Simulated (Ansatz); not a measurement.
A made-up structure of BSiH2O, doublet:

```xyz
5
angstrom
B -0.9435 -0.7054 -0.1453
Si 0.5858 0.4233 0.0929
O 0.4711 1.9227 -0.1788
H -1.9216 -1.3455 -0.3105
H 0.1200 2.5828 0.4392
```

It is relaxed with PBE-D4/def2-SVP and then PBE0-D4/def2-TZVP (Ansatz 0.2.0). Atoms count as bonded within 1.22 times the sum of their covalent radii (H–H: 0.88 Å). The end point is not checked to be a true minimum.

Q: Does its bonding change? (A judgement: the text doesn't fix the answer.)

A: Computed: No: no bond forms or breaks.

Where it ends: The first stage lowers the energy by 1.12 eV in 7 steps. It ends as BSiH₂O ([BH][Si][OH]):
```tsv
atom	x (Å)	y (Å)	z (Å)
B1	-1.1162	-0.4461	-0.1239
Si2	0.6204	0.3334	-0.1309
O3	0.7128	1.9624	0.1203
H4	-1.7989	-1.4145	-0.2259
H5	-0.1062	2.4427	0.2580
```

Labels in which every atom is bracketed show which atoms are joined, not bond orders.

For scale, one of the runs: PBE0-D4/def2-TZVP relaxation, 111 basis functions, launched by `ansatz run in.yaml --threads 2 --pin off --events-out ev --progress --plain --max-ram 4352MiB`. The run took about 26 s on 2 CPU threads of an Arm Neoverse V1 (shared host).
